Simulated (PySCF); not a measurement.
From one molecule to another.

First species: cyclohexene, C₆H₁₀.
InChI=1S/C6H10/c1-2-4-6-5-3-1/h1-2H,3-6H2

Second species: C6H10.
SMILES: `C=CC1CCC1`

Levels: CAM-B3LYP/def2-SVPD for dipole moment, HOMO energy, LUMO energy, HOMO–LUMO gap, static isotropic polarisability and electronic spatial extent ⟨r²⟩ about the centre of nuclear charge; TDDFT CAM-B3LYP/def2-SVPD for lowest singlet excitation; TDA CAM-B3LYP/def2-SVPD for lowest triplet excitation (Tamm–Dancoff); ΔSCF CAM-B3LYP/def2-SVPD for vertical ionisation energy; PBE0-D3(BJ)/def2-SVP for rotational constant A and rotational constant C. Geometries: PBE0-D3(BJ)/def2-SVP. Each structure is a single optimised conformer of the isolated species, non-relativistic unless stated; the electronic structure was computed with PySCF and density fitting.

Dipoles, sizes and rotational constants follow the conformer. The torsions of the flexible species, by atom-mapped SMILES:
- `[CH2:1]=[CH:2][CH:3]1[CH2:4][CH2:5][CH2:6]1`: C1–C2–C3–C4 -128°

Values for the first species:

```
Dipole moment                                                     : 0.33 D
HOMO energy                                                       : -8.17 eV
LUMO energy                                                       : 1.37 eV
HOMO–LUMO gap                                                     : 9.54 eV
Lowest singlet excitation                                         : 6.60 eV
Lowest triplet excitation (Tamm–Dancoff)                          : 4.29 eV
Static isotropic polarisability                                   : 69.0 au
Vertical ionisation energy                                        : 9.01 eV
Electronic spatial extent ⟨r²⟩ about the centre of nuclear charge : 552 bohr²
Rotational constant A                                             : 4.757 GHz
Rotational constant C                                             : 2.564 GHz
```

Task: Estimate the same properties for the second species, and the change in each.

Result: 
| property | first | second | second less first |
| --- | --- | --- | --- |
| dipole moment | 0.33 D | 0.36 D | +0.03 D |
| HOMO energy | -8.17 eV | -8.59 eV | -0.42 eV |
| LUMO energy | 1.37 eV | 1.30 eV | -0.07 eV |
| HOMO–LUMO gap | 9.54 eV | 9.89 eV | +0.35 eV |
| lowest singlet excitation | 6.60 eV | 7.20 eV | +0.60 eV |
| lowest triplet excitation (Tamm–Dancoff) | 4.29 eV | 4.31 eV | +0.02 eV |
| static isotropic polarisability | 69.0 au | 72.2 au | +3.2 au |
| vertical ionisation energy | 9.01 eV | 9.41 eV | +0.40 eV |
| electronic spatial extent ⟨r²⟩ about the centre of nuclear charge | 552 bohr² | 682 bohr² | +130 bohr² |
| rotational constant A | 4.757 GHz | 9.421 GHz | +4.664 GHz |
| rotational constant C | 2.564 GHz | 1.966 GHz | -0.598 GHz |

On the first: The principal polarisabilities are 56.7, 69.9 and 80.4 au; their mean is the isotropic value. The dipole equals about 1.1 × 10⁻³⁰ C·m (1 D = 3.33564 × 10⁻³⁰ C·m).

On the second: In wavenumbers S1 is 58000 cm⁻¹ (1 eV = 8065.54 cm⁻¹). No computed singlet falls in the visible range (750 to 380 nm, 1.65 to 3.26 eV); S1 lies 3.94 eV above its blue end.
